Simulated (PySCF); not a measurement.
H4N2, SMILES NN.

The structure is a stationary point at B3LYP-D3(BJ)/def2-TZVP.

These are CAM-B3LYP/def2-TZVPD run with PySCF values and carry that method's errors.

Symmetry labels are those of the subgroup C2 that the program uses (full group C2).

Computed valence orbital energies around the gap with their symmetry:
```tsv
orbital	symmetry	energy (eV)
HOMO−7	B	-391.76
HOMO−6	A	-28.09
HOMO−5	B	-22.58
HOMO−4	A	-15.67
HOMO−3	B	-15.33
HOMO−2	A	-14.27
HOMO−1	B	-8.88
HOMO	A	-8.77
LUMO	A	0.93
LUMO+1	B	1.71
LUMO+2	A	2.76
LUMO+3	B	2.95
```
